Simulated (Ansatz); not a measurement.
# CH₂Cl₂, singlet: reading a ladder of total energies

Geometry: MP2(full)/6-31G*, from the G2/97 set.

| atom | x (Å) | y (Å) | z (Å) |
| --- | --- | --- | --- |
| C | 0.0000 | 0.0000 | 0.7994 |
| Cl | 0.0000 | 1.4742 | -0.1757 |
| Cl | 0.0000 | -1.4742 | -0.1757 |
| H | -0.8946 | 0.0000 | 1.4166 |
| H | 0.8946 | 0.0000 | 1.4166 |

Basis cc-pV(T+d)Z; Ansatz 0.2.0. Correlated methods freeze the noble-gas cores, which leaves 20 electrons in 125 orbitals. R marks a restricted (for open shells ROHF) determinant.

Full CI isn't at hand for all of this; RCCSDT(Q) serves as the reference, and is uncertain by about the last step of the cluster series.

Runs differ by some tens of microhartree through their thresholds, so steps under 0.03 kcal/mol mean nothing.

```
    level  total energy (hartree)
      RHF             -958.079544
     RMP2             -958.633310
    RCCSD             -958.673423
 RCCSD(T)             -958.698949
   RCCSDT             -958.699848
RCCSDT(Q)             -958.701096
```

Q: What is the correlation energy at RCCSDT(Q), and what share of it do RMP2 and RCCSD(T) recover?

A: E(corr) = -958.701096 − (-958.079544) = -0.621552 hartree = -16.913 eV. RMP2: -0.553766 / -0.621552 = 89.09 %. RCCSD(T): -0.619405 / -0.621552 = 99.65 %.

Q: By how many kcal/mol does RCCSD(T) miss RCCSDT(Q) (1 hartree = 627.509 kcal/mol), and which steps make up the rest?

A: -958.698949 − (-958.701096) = 0.002147 hartree = 1.35 kcal/mol. Steps: RCCSDT − RCCSD(T) = -0.56, RCCSDT(Q) − RCCSDT = -0.78 kcal/mol. Differences between like states or geometries often cancel part of this.
